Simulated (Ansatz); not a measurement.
Reaction (SMILES): FCl (F-Cl) → Cl atom + F atom
B3LYP-D3(BJ)/def2-TZVP geometries, fixed; electronic energies without zero-point terms.

The atomisation energy at CCSD(T) with Ansatz (a quantum-chemistry and plane-wave program), in kcal/mol, split into its Hartree-Fock and correlation parts. Cores are frozen. Open shells are unrestricted. No added dispersion term, no relativity. Functions are those of the species that has most.

```csv
basis,X,functions,Hartree-Fock,CCSD(T)
cc-pV(D+d)Z,2,37,0.30,44.07
cc-pV(T+d)Z,3,69,6.78,55.95
cc-pV(Q+d)Z,4,119,7.84,59.82
cc-pV(5+d)Z,5,191,8.09,61.28
```

Worked estimate of the basis-set limit from each neighbouring pair, with Hartree-Fock from the larger set and the correlation part extrapolated as X^-3.
Correlation parts: X = 2: 43.77, X = 3: 49.17, X = 4: 51.98, X = 5: 53.19.
- (2,3): (27·(49.17) - 8·(43.77))/19 = 51.44; with Hartree-Fock 6.78 the estimate is 58.22 kcal/mol.
- (3,4): (64·(51.98) - 27·(49.17))/37 = 54.03; with Hartree-Fock 7.84 the estimate is 61.87 kcal/mol.
- (4,5): (125·(53.19) - 64·(51.98))/61 = 54.46; with Hartree-Fock 8.09 the estimate is 62.55 kcal/mol.
The last two estimates differ by 0.68 kcal/mol; the largest set lies 1.27 from the last. Over the last step Hartree-Fock moves by 0.25 and the correlation part by 1.21.
